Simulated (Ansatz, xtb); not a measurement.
# H3OPSi−: where a starting geometry ends

The starting geometry of this gas-phase doublet has its atoms placed at random.

```xyz
6

O     0.9732    1.0113    0.8613
P    -1.1083   -0.9423   -0.2119
Si    0.9481   -1.2306    0.6404
H     0.9346    0.9293   -0.3772
H     1.3594   -1.5439   -0.7490
H    -0.1615    1.2778    0.4522
```

Problem. One run relaxed it with r2SCAN-D4/def2-SVPD. What is a likely outcome?

Solution. It falls apart into HPSi + H2O (formulas without charges). Contacts that close: O1–H4 (1.24 → 0.97 Å), O1–H6 (1.24 → 0.97 Å).

The energy falls by 2.90 eV over 31 steps:

```
step  E − E(last) (eV)
   1             2.895
   4             0.621
   8             0.100
  11             0.034
  14             0.013
  18             0.002
  21             0.001
  24             0.000
  28             0.000
  31             0.000
```

Final geometry (Å):

```xyz
6

O     0.8410    1.6532    0.2277
P    -1.2925   -1.0498    0.2646
Si    0.5090   -2.1083    0.1507
H     1.3375    0.8731   -0.0664
H     1.5570   -1.0897   -0.4045
H    -0.0064    1.2232    0.4439
```

From the same start GFN2-xTB reaches the same bonding as this run.

From so rough a start the end depends on the optimiser's path, so another program may land elsewhere. The end wasn't checked by frequencies. Open shells are spin-unrestricted. Run with Ansatz 0.2.0, 2.7 min on 2 threads of Arm Neoverse V2 (shared host).
